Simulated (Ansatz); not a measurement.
A made-up structure of C$_{2}$H$_{6}$B (charge +1), singlet:

B1  (-0.445, 0.778, -1.201)
C2  (-0.238, 0.348, 0.221)
C3  (0.481, -0.794, 0.708)
H4  (-1.407, 0.384, -1.794)
H5  (0.085, -0.405, -0.451)
H6  (-0.692, 0.984, 0.993)
H7  (0.939, -1.435, -0.040)
H8  (-0.203, -1.359, 1.370)
H9  (1.221, -0.432, 1.448)
(Å)

It is relaxed with PBE-D4/def2-SVP and then PBE0-D4/def2-TZVP (Ansatz 0.2.0). Atoms count as bonded within 1.22 times the sum of their covalent radii (H–H: 0.88 Å). The end point is not checked to be a true minimum.

Does its bonding change? (A judgement: the text doesn't fix the answer.)

Computed: Yes. Formed: none; broken: C3–H5.

Where it ends: The first stage lowers the energy by 4.57 eV in 16 steps. It ends as C₂H₆B ([BH][CH2][CH3]), total charge +1:
```json
{"atom": "B1", "x (Å)": "-0.4589", "y (Å)": "0.6304", "z (Å)": "-1.0908"}
{"atom": "C2", "x (Å)": "-0.6041", "y (Å)": "-0.0807", "z (Å)": "0.1671"}
{"atom": "C3", "x (Å)": "0.6780", "y (Å)": "-0.7560", "z (Å)": "0.7386"}
{"atom": "H4", "x (Å)": "-0.3502", "y (Å)": "1.2087", "z (Å)": "-2.1102"}
{"atom": "H5", "x (Å)": "-1.4122", "y (Å)": "-0.8208", "z (Å)": "0.0022"}
{"atom": "H6", "x (Å)": "-1.0274", "y (Å)": "0.6537", "z (Å)": "0.8808"}
{"atom": "H7", "x (Å)": "1.0631", "y (Å)": "-1.5072", "z (Å)": "0.0515"}
{"atom": "H8", "x (Å)": "0.4021", "y (Å)": "-1.2417", "z (Å)": "1.6730"}
{"atom": "H9", "x (Å)": "1.4512", "y (Å)": "-0.0170", "z (Å)": "0.9408"}
```

Labels in which every atom is bracketed show which atoms are joined, not bond orders.

For scale, one of the runs: PBE0-D4/def2-TZVP relaxation, 129 basis functions, launched by `ansatz run in.yaml --threads 2 --pin off --events-out ev --progress --plain --max-ram 4352MiB`. The run took about 15 s on 2 CPU threads of an Arm Neoverse V2 (shared host).
